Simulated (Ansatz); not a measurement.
One elementary step

Start structure (Si2H6O, singlet), relaxed at PBE0-D4/def2-TZVP:

Si1  (-0.892, -1.489, -1.058)
H2  (1.231, -0.123, -1.344)
O3  (0.423, 0.019, -0.845)
Si4  (0.517, 0.737, 0.693)
H5  (-2.012, -0.461, -1.137)
H6  (-0.948, -1.524, 0.476)
H7  (-0.823, 1.279, 0.969)
H8  (1.533, 1.815, 0.554)
H9  (0.970, -0.253, 1.691)
(Å)

The step: SiH₄O ([OH][SiH3]) + SiH₂ → Si₂H₆O ([SiH3][O][SiH3]); bonds formed: Si1–H2; dative contacts that become bonds: Si1–O3; bonds broken: H2–O3. Computed with Ansatz 0.2.0 (basis: def2-TZVPP and def2-QZVPP); correlated methods freeze the cores. Extrapolation: Hartree–Fock as exp(−7.88 √X), correlation as X^−2.97. Energies below are by CCSD(T) at an estimated basis limit (MP2 extrapolated from triple and quadruple zeta, plus CCSD(T) − MP2 in triple zeta).

Q: What are the electronic barrier and the energy of the step, from the start structure to the end structure? (Judge from chemistry; the value comes from the calculation.)

A: The calculation gives: Barrier 88.0 kJ/mol; step energy -268.1 kJ/mol (downhill); reverse barrier, their difference, 356.0 kJ/mol. Barrier and step energy count from the start structure, the reverse barrier from the end structure.

The saddle point: One imaginary mode of 1515i cm⁻¹.
```
  pair  start (Å)  saddle (Å)  end (Å)
Si1–H2       2.54        1.65     1.49
Si1–O3       2.01        1.89     1.63
 H2–O3       0.96        1.22     2.56
```

Zero-point energy (harmonic, PBE0-D4): ZPE is 145.9 kJ/mol at the start and 132.6 kJ/mol at the saddle, so the barrier goes from 88.0 to 74.6 kJ/mol.

First-order rate constant out of the start structure at 498 K by transition-state theory, with harmonic vibrational free energies alone and no tunnelling: ΔA‡ = 75.3 kJ/mol, so k = (kB T/h) exp(−ΔA‡/kB T) ≈ 10^5 s⁻¹ (an order of magnitude at best: rotation, the number of equivalent paths and anharmonicity are left out).

No T1 diagnostic of these runs exceeds 0.015. The restricted Hartree–Fock reference is unstable towards an unrestricted one at one or more of these structures.

Losses and insertions of silylenes and their heavier kin drive the gas-phase chemistry of silicon and germanium vapour deposition.

Labels in which every atom is bracketed show which atoms are joined, not bond orders.

For scale, one of the runs: CCSD(T)/def2-TZVPP, 199 basis functions, launched by `ansatz run in.yaml --threads 2 --pin off --events-out ev --progress --plain --max-ram 4352MiB`. The run took 19 s on 2 CPU threads of an Intel Xeon 6975P-C (shared host), with 2.4 GiB of host memory at its peak.
